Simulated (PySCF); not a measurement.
Reaction (SMILES): O (H2O) + H+ → [OH3+]
B3LYP-D3(BJ)/def2-TZVP geometries, fixed; electronic energies without zero-point terms; positive where energy is released.
Largest species:
```
O
H 1 0.9812
H 1 0.9812 2 113.40
H 1 0.9812 2 113.40 3 131.22
```
Charge +1, spin multiplicity 1.

Basis-set convergence of the proton affinity at PBE with PySCF. All functions are spherical. Density fitting with generated auxiliary sets. No added dispersion term, no relativity. Functions are those of the species that has most. Reference: the value in aug-pcseg-3, 170.78 kcal/mol, itself unsure by roughly 0.19 kcal/mol (its mean distance from aug-cc-pVQZ, cc-pV5Z, def2-QZVPPD). Deviations are taken from unrounded values.

| basis | functions |
|---|---|
| 6-31G** | 29 |
| 6-311G** | 36 |
| 6-311+G** | 40 |
| 6-311++G(2d,2p) | 57 |
| 6-311++G(3df,3pd) | 93 |

### Question
Which is the smallest Pople set listed that can be trusted to 1 kcal/mol here, that is, within that of the reference together with its larger relatives (same family, alike in diffuse functions; a set with none to test it counts only in the reference's own line)?

### Answer
The smallest set listed that lies within 1 kcal/mol of the reference with all its larger relatives (same family, alike in diffuse functions; a set with none counts only in the reference's own line) is 6-311+G** (40 functions, 0.12 kcal/mol off). Value minus reference: 6-31G** 9.48, 6-311G** 6.88, 6-311+G** 0.12, 6-311++G(2d,2p) -0.42, 6-311++G(3df,3pd) -0.19 kcal/mol.
